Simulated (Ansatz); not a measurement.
# SiNH₂ (sextet): the correlation ladder, def2-QZVPP

An exercise on one series of results from a longer session: the logs are not shown, and one member is left open.

Computed with Ansatz 0.2.0, Gaussian basis. Level: def2-QZVPP, core rule «outside noble gas», up to 6 orbitals frozen.

The runs, in order: UHF; ROHF; CCSD(T) on UHF.

### The system

The geometry is a PBE0/def2-TZVP stationary point (not a proven minimum) of the parent state, kept for this charge and spin.

4 atoms, charge 0, spin multiplicity 6.

Atoms are counted from 1 here; the program's logs count them from 0.

Bond lengths: Si1–N2 1.726 Å, N2–H3 1.004 Å, N2–H4 1.004 Å. Angles: Si1–N2–H3 121.8°, Si1–N2–H4 121.8°, H3–N2–H4 116.4°.

Set-up of the first run:

in.yaml reads:

```yaml
crystal:
  periodic: [false, false, false]
  atoms:
    - {symbol: Si, position_ang: [0.000000, 0.000000, 0.651167]}
    - {symbol: N, position_ang: [0.000000, 0.000000, -1.074836]}
    - {symbol: H, position_ang: [0.000000, -0.852806, -1.603987]}
    - {symbol: H, position_ang: [0.000000, 0.852806, -1.603987]}
basis:
  gaussian: {orbitals: "def2-QZVPP.json"}
magnetization: {spin_polarized: true, initial_magnetization: 5}
hamiltonian: {xc: hf}
output: {orbitals: {seedname: orbitals}}
```

The run is started by

```sh
$ ansatz run in.yaml --threads 1 --pin off --events-out ev --progress --plain --max-ram 2393MiB
```

Among the steps run: UHF; ROHF; CCSD(T) on UHF.

One of the session's tables, all rows but one given; the rest of the session is left out.

| method | from UCCSD(T) (kcal/mol) |
| --- | --- |
| ROHF | +175.84 |
| UHF | +171.98 |
| UMP2 | ? |
| UCCSD | +6.18 |
| UCCSD(T) | 0 |

Estimate the missing values for UMP2.

The run gave: from UCCSD(T) (kcal/mol): +20.37. In the column «from UCCSD(T) (kcal/mol)» it lies between UCCSD (+6.18) and UHF (+171.98).
